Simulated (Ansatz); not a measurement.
**Breaking a bond in CS (SMILES [C-]#[S+])**

CS has 2 atoms, charge 0, and is taken as a singlet. SMILES: `[C-]#[S+]`. Geometry: the measured bond length.

```jsonl
{"atom": "C", "x (Å)": "0.0000", "y (Å)": "0.0000", "z (Å)": "0.0000"}
{"atom": "S", "x (Å)": "0.0000", "y (Å)": "0.0000", "z (Å)": "1.5349"}
```

The C1–S2 distance is scanned; the parts on either side stay rigid. Basis STO-3G, 6 core orbitals frozen in the correlated methods; program Ansatz 0.2.0. FCI is exact within this basis and core. Energies in eV from each method's value at 1.535 Å; methods without a U are spin-restricted; a dash marks a point that is missing or didn't converge. The shape above is that at 1.535 Å.

```json
{"distance (Å)": "1.535", "SVWN5": "0.00", "r2SCAN": "0.00", "r2SCAN0": "0.00", "HSE06": "0.00", "B2PLYP": "0.00", "CCSD": "0.00"}
{"distance (Å)": "1.919", "SVWN5": "2.02", "r2SCAN": "2.16", "r2SCAN0": "2.60", "HSE06": "2.41", "B2PLYP": "1.84", "CCSD": "2.38"}
{"distance (Å)": "2.302", "SVWN5": "5.52", "r2SCAN": "5.76", "r2SCAN0": "6.65", "HSE06": "6.30", "B2PLYP": "5.18", "CCSD": "5.59"}
{"distance (Å)": "3.070", "SVWN5": "10.07", "r2SCAN": "10.38", "r2SCAN0": "11.75", "HSE06": "11.35", "B2PLYP": "11.52", "CCSD": "10.45"}
{"distance (Å)": "3.837", "SVWN5": "11.63", "r2SCAN": "11.94", "r2SCAN0": "12.60", "HSE06": "12.57", "B2PLYP": "12.01", "CCSD": "–"}
```

Problem. Estimate the FCI curve, and say how far off each method is.

Solution. 
```json
{"distance (Å)": "1.535", "FCI": "0.00"}
{"distance (Å)": "1.919", "FCI": "1.86"}
{"distance (Å)": "2.302", "FCI": "4.69"}
{"distance (Å)": "3.070", "FCI": "6.75"}
{"distance (Å)": "3.837", "FCI": "6.94"}
```

Departure from the FCI curve at its largest: SVWN5 +4.69 eV at 3.84 Å; r2SCAN +5.00 eV at 3.84 Å; r2SCAN0 +5.66 eV at 3.84 Å; HSE06 +5.63 eV at 3.84 Å; B2PLYP +5.07 eV at 3.84 Å; CCSD +3.70 eV at 3.07 Å. Restricted functionals keep the electrons paired too, and rise too high.
